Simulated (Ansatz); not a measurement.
`CNCOC`. The species carries charge 0 and has multiplicity 1.

Cartesian coordinates in Å:
```
C 0.5849 -0.7334 1.5885
N 0.7834 0.4509 0.7805
C 0.8750 0.2230 -0.6214
O -0.2093 -0.4588 -1.2293
C -1.3944 0.2856 -1.2440
H -0.3432 -1.2782 1.3711
H 1.4174 -1.4226 1.4221
H 0.5893 -0.4587 2.6449
H 0.1161 1.1753 1.0046
H 1.0183 1.1927 -1.1179
H 1.7405 -0.4135 -0.8218
H -2.1291 -0.2772 -1.8205
H -1.2485 1.2663 -1.7206
H -1.8004 0.4486 -0.2362
```

What are the harmonic wavenumbers in cm⁻¹ at PBE0-D4/def2-TZVP (Ansatz, finite differences of forces, unscaled)? (An estimate is asked.)

The calculation gave: 90, 154, 182, 235, 301, 434, 601, 692, 937, 966, 1021, 1129, 1148, 1175, 1190, 1213, 1258, 1344, 1406, 1447, 1467, 1478, 1480, 1484, 1496, 1503, 1522, 2984, 3009, 3014, 3035, 3082, 3100, 3126, 3133, 3582.

Is this a minimum?

Yes, all 36 modes are real.

Give the ideal-gas thermochemistry at 298.15 K and 1 bar (rigid rotor, harmonic oscillator; point group C1, symmetry number 1).

Zero-point energy 331.5 kJ/mol; H(298) − E = 351.2 kJ/mol; entropy 329.4 J/(mol·K), of which translation 162.7, rotation 107.3, vibration 59.3; G(298) − E = 253.0 kJ/mol. Modes under 100 cm⁻¹ are hindered rotations or soft bends, so the harmonic entropy is rough.

And at 400, 500, 600, 800 and 1000 K?


```json
{"T (K)": "400", "H − E (kJ/mol)": "362.7", "S (J/mol/K)": "362.3", "G − E (kJ/mol)": "217.8"}
{"T (K)": "500", "H − E (kJ/mol)": "376.5", "S (J/mol/K)": "393.1", "G − E (kJ/mol)": "180.0"}
{"T (K)": "600", "H − E (kJ/mol)": "392.8", "S (J/mol/K)": "422.6", "G − E (kJ/mol)": "139.2"}
{"T (K)": "800", "H − E (kJ/mol)": "431.1", "S (J/mol/K)": "477.4", "G − E (kJ/mol)": "49.1"}
{"T (K)": "1000", "H − E (kJ/mol)": "475.4", "S (J/mol/K)": "526.8", "G − E (kJ/mol)": "-51.4"}
```
